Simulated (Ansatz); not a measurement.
`B1C[SiH2]1`. The species carries charge 0 and has multiplicity 1. The geometry is a stationary point of PBE0-D4/def2-TZVP.

```xyz
8

B    -0.378   -0.040    1.115
C    -0.827   -0.442   -0.243
Si    0.917    0.596   -0.126
H    -0.412   -0.599    2.162
H    -1.112    0.265   -1.026
H    -1.171   -1.446   -0.484
H     0.711    1.663   -1.130
H     2.273    0.004   -0.267
```

**Question.** What is the dipole moment at PBE/def2-TZVPP? (Best estimate.)

**Answer.** Ansatz gave: 0.95 D, with components (0.01, 0.00, -0.95) D in this frame, pointing from negative to positive charge.

**Question.** And with r2SCAN, B3LYP, ωB97M-V? (Estimate.)

**Answer.** The calculation gave: r2SCAN 0.92 D, B3LYP 0.88 D, ωB97M-V 0.89 D.

**Question.** Give the Mulliken charges with PBE, r2SCAN, B3LYP in def2-TZVPP. (Best estimate.)

**Answer.** Ansatz gave: 
```tsv
atom	PBE	r2SCAN	B3LYP
B1	0.00	-0.01	0.01
C2	-0.25	-0.28	-0.31
Si3	0.05	0.15	0.10
H4	0.03	0.02	0.04
H5	0.15	0.15	0.15
H6	0.10	0.09	0.11
H7	-0.03	-0.05	-0.05
H8	-0.05	-0.07	-0.06
```

B3LYP here is the variant with VWN-RPA as its local correlation; programs differ in this.
